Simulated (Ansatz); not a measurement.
Reaction: C3H4S (prop-2-yne-1-thiol, SMILES C#CCS) → C3H3 (SMILES C#C[CH2], doublet) + HS (SMILES [SH], doublet) (the C-S bond breaks)
Each species at its own B3LYP-D3(BJ)/def2-TZVP minimum (Ansatz, an electronic-structure program), one conformer.

Total energies in hartree (Ansatz). Open shells are spin-unrestricted; no spin-orbit coupling. Correlated methods leave the cores frozen. No relativity. The UHF reference of C3H3 (C#C[CH2], doublet) is spin-contaminated (<S^2> up to 0.21 over the pure value in the sets run).

```tsv
species	HF/cc-pV(T+d)Z	CCSD(T)/cc-pV(T+d)Z	HF/cc-pV(Q+d)Z	CCSD(T)/cc-pV(Q+d)Z	CCSD(T)/cc-pV(D+d)Z	CCSDT(Q)/cc-pV(D+d)Z
1: C3H4S (prop-2-yne-1-thiol, SMILES C#CCS)	-513.44965	-514.16769	-513.46074	-514.21929	-513.98826	-513.99083
2: C3H3 (SMILES C#C[CH2], doublet)	-115.29335	-115.77806	-115.30065	-115.81044	-115.66330	-115.66591
3: HS (SMILES [SH], doublet)	-398.10608	-398.28901	-398.10985	-398.30558	-398.22993	-398.23055
```

Work out the bond dissociation energy (electronic) in kJ/mol: take Hartree-Fock from cc-pV(Q+d)Z, extrapolate the CCSD(T) correlation energy as X^-3 (X = 3, 4), and add CCSDT(Q) - CCSD(T) in cc-pV(D+d)Z. 1 hartree = 2625.5 kJ/mol.


Species 1: correlation (64·(-0.75855) - 27·(-0.71804))/37 = -0.78811; step -0.00257; E1 = -513.46074 + (-0.78811) + (-0.00257) = -514.25142
Species 2: correlation (64·(-0.50979) - 27·(-0.48471))/37 = -0.52809; step -0.00261; E2 = -115.30065 + (-0.52809) + (-0.00261) = -115.83135
Species 3: correlation (64·(-0.19573) - 27·(-0.18293))/37 = -0.20507; step -0.00062; E3 = -398.10985 + (-0.20507) + (-0.00062) = -398.31554
-1·E1 +1·E2 +1·E3 = 0.10453 hartree = 274.4 kJ/mol.
